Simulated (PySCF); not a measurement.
## Telling isomers of C₆H₆N₂ apart by NMR

How the numbers were obtained: spin–spin couplings from B3LYP/pcJ-1 (spin–dipole term left out of most H,H and C,H couplings), geometry: PBE0-D3(BJ)/def2-SVP, σ from GIAO-PBE0/pcSseg-1, in PySCF 2.14.0 with density-fitted response routines (gas phase, non-relativistic Hamiltonian, averaged over atoms made equivalent by symmetry, fast rotation or ring inversion, a single conformation).

δ = σ(ref) − σ, references computed at the same level: ¹H and ¹³C vs TMS. Multiplet labels drop J under 1 Hz and among equivalent protons, and merge close values. Unscaled 3J(H,H) run several per cent high. Shifts are as computed. Against solution values, carbons near 30 ppm lie about +2 ppm off and those near 130 ppm about +5 ppm. Of 1309 compounds with measured shifts, 239 miss one by over three times the rms of a fit or turn the order of signals round; such compounds aren't used in these exercises. OH and NH positions are gas-phase values without hydrogen bonding to other molecules.

(1) Tabulate the signals of `N#CC/C=C/CC#N`, `c1cc2[nH]ccc2[nH]1` and their relative energies.

(2) What is the quickest way to tell N#CC/C=C/CC#N from c1cc2[nH]ccc2[nH]1?

Answers

(1) 
```json
{"SMILES": "N#CC/C=C/CC#N", "carbon types": "2×C 2×CH 2×CH2", "δC": "134.7, 120.7, 23.1", "δH": "5.71 (m, 2H), 2.85 (m, 4H)", "E rel. (kcal/mol)": "27.2"}
{"SMILES": "c1cc2[nH]ccc2[nH]1", "carbon types": "2×C 4×CH", "δC": "130.0, 121.7, 94.2", "δH": "6.85 (br s, 2H), 6.64 (d, 2H), 6.08 (d, 2H)", "E rel. (kcal/mol)": "0.0"}
```

Energies are electronic energies at PBE0/pcSseg-1 on these geometries, without zero-point or thermal terms, each for the one conformer computed, which needn't be the lowest.

(2) Both give the same number of carbon signals, but DEPT or the intensities differ. The first has an allylic sp3 CH2 at 23.1 ppm, the second an aromatic CH at 94.2 ppm. Their most deshielded carbons lie at 134.7 and 130.0 ppm. In the proton spectra the most deshielded non-exchanging signals are 5.71 (m, 2H) and 6.64 (d, J = 3.7 Hz, 2H).
